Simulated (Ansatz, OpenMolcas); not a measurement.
How basis sets differ on C2H2O (ethenone)

C2H2O has 5 atoms, charge 0, and is taken as a singlet. SMILES: `C=C=O`. The shape is that of a PBE0-D4/def2-TZVP optimisation.

Each level gives the atomisation enthalpy at 298 K (kJ/mol). The values are calculated. The thermal term (zero-point and 298 K enthalpy, harmonic and unscaled) is that of PBE0-D4/def2-TZVP; the spin-orbit lowering of the free atoms at 298 K, 0.4 kJ/mol by their spectra, is taken off.

**What was measured.** Active Thermochemical Tables gives the atomisation enthalpy at 298 K of the gas as 2168 kJ/mol.

| level | kind | program | value (kJ/mol) | computed − measured | CPU time (all runs) |
| --- | --- | --- | --- | --- | --- |
| BLYP/STO-3G | GGA | Ansatz | 2334 | +166 | 1.8 s |
| BLYP/jorge-DZP | GGA | Ansatz | 2131 | -37 | 1.1 s |
| BLYP/aug-cc-pVDZ | GGA | OpenMolcas | 2151 | -17 | 40 s |
| BLYP/jorge-TZP | GGA | Ansatz | 2200 | +32 | 1.8 s |
| BLYP/jorge-QZP | GGA | Ansatz | 2201 | +33 | 2.8 s |
| BLYP/jorge-5ZP | GGA | Ansatz | 2198 | +30 | 6.9 s |

Nearest: BLYP/aug-cc-pVDZ (-17 kJ/mol); farthest: BLYP/STO-3G (+166 kJ/mol). Without the sets that lack polarisation functions the rows with a basis span only 2131 to 2201 kJ/mol. Times are those of the runs behind each value, whatever else they computed, on shared processors of several kinds: orders of magnitude only.
